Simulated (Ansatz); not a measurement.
**CHPSi (triplet): wave-function methods side by side at a displaced geometry (v1), cc-pVDZ**

An exercise on one series of results from a longer session: the logs are not shown, and one member is left open.

Computed with Ansatz 0.2.0, Gaussian basis. Level: cc-pVDZ, core rule «outside noble gas», up to 11 orbitals frozen.

The runs, in order: UHF; CCSD(T) on ROHF; CCSD(T) on UHF; BCCD(T) on ROHF; CISD; CCSDT(Q) on ROHF; CCSDT(Q) on UHF.

26 further runs of the same task are left out: 9 that didn't finish, 17 set aside as unsound or not needed.

**The system**

The geometry is a PBE0/def2-TZVP stationary point (not a proven minimum) with its atoms shifted at random (size 0.040 Å).

4 atoms, charge 0, spin multiplicity 3.

Atoms are counted from 1 here; the program's logs count them from 0.

Bond lengths: C1–P2 1.652 Å, C1–Si3 1.791 Å, P2–H4 1.431 Å. Angles: P2–C1–Si3 172.1°, C1–P2–H4 97.1°.

As a file:

```
C    -0.01723   -0.07733   -0.03794
P    -0.01806    0.05888    1.60852
Si    0.02990    0.01624   -1.82592
H    -0.07287   -1.34047    1.90070
```

The first run:

Contents of in.yaml:

```yaml
crystal:
  periodic: [false, false, false]
  atoms:
    - {symbol: C, position_ang: [-0.017229, -0.077325, -0.037937]}
    - {symbol: P, position_ang: [-0.018062, 0.058876, 1.608516]}
    - {symbol: Si, position_ang: [0.029902, 0.016245, -1.825922]}
    - {symbol: H, position_ang: [-0.072875, -1.340468, 1.900701]}
basis:
  gaussian: {orbitals: cc-pVDZ}
magnetization: {spin_polarized: true, initial_magnetization: 2}
hamiltonian: {xc: hf}
output: {orbitals: {seedname: orbitals}}
```

On the command line:

```
> ansatz run in.yaml --threads 1 --pin off --events-out ev --progress --plain --max-ram 2393MiB
```

Steps of the session up to this table: UHF; CCSD(T) on ROHF; CCSD(T) on UHF; BCCD(T) on ROHF; CISD; CCSDT(Q) on ROHF; CCSDT(Q) on UHF.

One table of the session follows, with a row left open; its other results are not shown here.

```
   method  from RCCSDT(Q) (meV)
     ROHF               +9802.3
      UHF               +9389.2
     RMP2               +1667.1
     UMP2               +1923.0
     CISD               +1728.8
    RCCSD                     ?
    UCCSD                +545.2
 RCCSD(T)                +100.7
 UCCSD(T)                +109.0
  BCCD(T)                 +94.8
   RCCSDT                 +44.2
   UCCSDT                 +40.8
RCCSDT(Q)                     0
UCCSDT(Q)                  -5.7
```

**Question.** Estimate the row for RCCSD.

**Answer.** from RCCSDT(Q) (meV): +565.7. In the column «from RCCSDT(Q) (meV)» it lies between UCCSD (+545.2) and RMP2 (+1667.1).

To keep in mind: Restricted and unrestricted rows rest on different reference determinants; where their highest levels disagree by more than a few hundredths of an eV, they describe different states and don't form one ladder.
